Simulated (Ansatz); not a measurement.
Relaxation of ClH7Si2 (10 atoms, charge 0, multiplicity 1), to a largest force component of 0.03 eV/Å in at most 50 steps.

All numbers below come from Ansatz 0.2.0, RKS PBE0-D4/6-31G*.

```xyz
10
Properties=species:S:1:pos:R:3
Si -0.451 0.077 -0.324
Cl 0.444 -0.668 2.806
H 0.526 1.025 0.267
H -0.661 0.468 -1.752
H 0.075 -1.313 -0.301
Si -2.481 0.215 0.653
H -3.498 -0.562 -0.109
H -2.504 -0.340 2.049
H -2.944 1.626 0.761
H -0.872 -0.527 2.644
```

Where does it end, and by what steps?

It converged. After 7 steps the energy has fallen by 0.165 eV; Cl2 moved furthest, 0.52 Å.

| step | energy less start (eV) | largest force component (eV/Å) | accepted |
| --- | --- | --- | --- |
| 0 | 0.0000 | 1.151 | yes |
| 1 | -0.1200 | 0.762 | yes |
| 2 | -0.1431 | 0.663 | yes |
| 3 | -0.1580 | 0.282 | yes |
| 4 | -0.1627 | 0.201 | yes |
| 5 | -0.1633 | 0.064 | yes |
| 6 | -0.1598 | 0.456 | no |
| 7 | -0.1652 | 0.009 | yes |

```xyz
10
Properties=species:S:1:pos:R:3
Si -0.475 0.128 -0.500
Cl 0.496 -0.838 3.294
H 0.508 1.031 0.157
H -0.647 0.546 -1.920
H 0.041 -1.268 -0.466
Si -2.540 0.247 0.594
H -3.554 -0.622 -0.066
H -2.414 -0.224 2.011
H -3.051 1.645 0.639
H -0.730 -0.645 2.951
```

Whether the end is a true minimum wasn't checked by a vibrational analysis.

Time of the run: 16 s on 1 thread of Intel(R) Xeon(R) 6975P-C (Granite Rapids), with other jobs on the host, peak memory 0.16 GiB.
